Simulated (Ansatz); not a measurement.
# Which is lower?

Two relaxed structures of C2H5S (charge +1), closed shell (PBE0-D4/def2-TZVP; forces vanish, vibrations not checked).

A:

```xyz
8
angstrom
C -0.1932 -0.7895 1.0558
C 0.2943 -0.2237 -0.0368
S -0.5991 1.1528 -0.6910
H -0.6753 0.8242 -2.0036
H 0.3973 2.0495 -0.8902
H -1.0966 -0.4464 1.5485
H 1.1888 -0.5249 -0.5671
H 0.3226 -1.6382 1.4929
```

B:

C1  (-0.491, 0.810, -0.410)
C2  (0.324, -0.311, 0.026)
S3  (-0.039, -1.200, 1.349)
H4  (-0.797, 0.628, -1.451)
H5  (0.153, 1.700, -0.470)
H6  (-1.360, 1.009, 0.215)
H7  (1.212, -0.570, -0.550)
H8  (0.999, -2.066, 1.290)
(Å)

Computed with Ansatz 0.2.0 (basis: def2-TZVPP); correlated methods freeze the cores. B3LYP uses VWN-RPA correlation.

(1) Which structure is lower at CCSD(T), and by how much? (Judge from chemistry; the value comes from the calculation.)

No T1 diagnostic of these runs exceeds 0.019.

Results:

(1) The calculation gives: B, by 51.0 kJ/mol (electronic energy, against the other). By their contacts, A is C₂H₅S ([CH2][CH][SH2]), total charge +1 and B is C₂H₅S ([CH3][CH][SH]), total charge +1.

All methods give the same order:

```
   method  E(B) − E(A) (kJ/mol)
   PBE-D4                 -58.7
r2SCAN-D4                 -60.0
  PBE0-D4                 -55.5
 B3LYP-D4                 -55.0
  wB97M-V                 -53.6
       HF                 -50.9
      MP2                 -49.7
     CCSD                 -49.6
  CCSD(T)                 -51.0
```

Labels in which every atom is bracketed show which atoms are joined, not bond orders.

For scale, one of the runs: CCSD(T)/def2-TZVPP, 174 basis functions, launched by `ansatz run in.yaml --threads 2 --pin off --events-out ev --progress --plain --max-ram 4352MiB`. Hardware: 2 CPU threads of an Arm Neoverse V2, shared host. Wall time 26 s; peak host memory 1.5 GiB.
